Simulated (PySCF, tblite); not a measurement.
Breaking a bond: BeH, doublet.

Computed with: UMP2 = PySCF 2.14.0 with MP2 on UHF/cc-pVDZ; ROHF/cc-pVDZ (PySCF); GFN2-xTB, 300 K electronic temperature (tblite).

Energies are in kJ/mol, each relative to the lowest point of its own curve near equilibrium.

```csv
R / Å,UMP2,ROHF,GFN2-xTB
1.02,129.9,131.8,91.5
1.07,86.0,87.2,55.6
1.14,43.3,43.8,23.9
1.22,14.8,14.8,(withheld)
1.27,5.3,5.2,(withheld)
1.32,0.7,0.6,0.0
1.36,0.0,0.0,(withheld)
1.38,0.5,0.5,2.3
1.45,5.9,6.3,8.6
1.51,14.2,15.0,16.2
1.59,29.3,30.7,28.4
1.70,54.8,57.6,46.6
1.85,94.7,99.6,75.0
2.01,138.7,147.0,(withheld)
2.25,187.4,216.6,155.9
2.43,206.7,—,191.0
2.72,219.3,—,242.1
2.99,221.8,—,(withheld)
3.31,221.2,—,307.6
3.64,220.0,—,(withheld)
4.04,219.0,—,331.4
4.69,218.4,—,336.6
5.42,218.3,—,338.2
```

Problem. Fill in the missing entries.

Solution. 
- 1.22, GFN2-xTB: 5.8
- 1.27, GFN2-xTB: 1.1
- 1.36, GFN2-xTB: 1.2
- 2.01, GFN2-xTB: 107.3
- 2.99, GFN2-xTB: 279.4
- 3.64, GFN2-xTB: 322.6

A dash means that the run gave no value there, or that the column was ended at a point which the program doubted or which failed a test of continuity chosen for this set; such a test can also cut sound points.

The unrestricted determinant behind UMP2 is spin-contaminated at 2.01 to 5.42 Å (<S²> up to 1.0, against 0.75 for a pure doublet).
